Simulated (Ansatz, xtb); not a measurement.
**C2H4OS2: which of two isomers lies lower**

Structure a: `S[C@@H]1O[C@@H]1S`, a singlet. Structure b: `S[C@@H]1O[C@H]1S`, a singlet. Both are isolated molecules in the gas phase, relaxed with r2SCAN-D4/def2-SVP; the shapes shown needn't be the lowest conformers.

a (Å):

```xyz
9

C    -1.0088    0.4645   -0.8723
C    -0.1689   -0.5416   -1.5391
O    -1.0734    0.2806   -2.2729
S    -2.4484    0.1232    0.1450
S    -0.5324   -2.2874   -1.3143
H    -2.7665   -1.0321   -0.4826
H    -0.5396    1.4008   -0.5357
H     0.8929   -0.3252   -1.7243
H    -0.0825   -2.6605   -2.5334
```

b (Å):

```xyz
9

C    -0.7034    0.1933   -1.3348
C    -1.0285   -1.2188   -1.1172
O    -1.1235   -0.6354   -2.4063
S    -1.8178    1.4408   -0.6861
S     0.3066   -2.3613   -0.7546
H    -1.4376    2.4157   -1.5424
H     0.3539    0.4913   -1.3783
H    -1.9959   -1.4740   -0.6615
H    -0.3508   -3.4681   -1.1684
```

Problem. Estimate which is lower in electronic energy at CCSD(T)/def2-SVP + ΔMP2/def2-TZVPP, and by roughly how much.

Solution. CCSD(T)/def2-SVP + ΔMP2/def2-TZVPP gives E(b) − E(a) = −0.025 eV, slightly favouring structure b, which is too small a margin to settle the true order.

How the difference moves with the method:

| level | geometry | E(b) − E(a) (eV) | departure from the last row (eV) | job, with rough time for the two |
| --- | --- | --- | --- | --- |
| GFN2-xTB | GFN2-xTB | −0.036 | −0.011 | optimisation, 0.74 s |
| HF/STO-3G | GFN2-xTB | −0.030 | −0.005 | single point, 2.3 s |
| r2SCAN-D4/def2-SVP//GFN2-xTB | GFN2-xTB | −0.013 | +0.012 | single point, 12 s |
| r2SCAN-D4/def2-SVP | r2SCAN-D4/def2-SVP | −0.003 | +0.022 | optimisation, 2.2 min |
| HF/def2-SVP | r2SCAN-D4/def2-SVP | −0.070 | −0.045 | part of the CCSD(T) run |
| MP2/def2-SVP | r2SCAN-D4/def2-SVP | −0.022 | +0.003 | part of the CCSD(T) run |
| CCSD(T)/def2-SVP | r2SCAN-D4/def2-SVP | −0.028 | −0.003 | single point |
| CCSD(T)/def2-SVP + ΔMP2/def2-TZVPP | r2SCAN-D4/def2-SVP | −0.025 |  | single point, 81 s |

As drawn, both hold the same kinds of bond in the same numbers.

The largest departure from CCSD(T)/def2-SVP + ΔMP2/def2-TZVPP is that of HF/def2-SVP, 0.045 eV. The last row adds to CCSD(T) the change of the MP2 difference between the two basis sets, here +0.003 eV.

With harmonic frequencies from r2SCAN-D4/def2-SVP (ideal gas, rigid rotor, one conformer each, 298.15 K, 1 atm): the zero-point term adds −0.002 eV; ΔH is −0.024 and ΔG −0.012 eV.

The correlated steps freeze 13 core orbitals. Run with Ansatz 0.2.0, xtb 6.7.1; the last row on 2 threads of AMD EPYC (Zen 3) on a shared host.
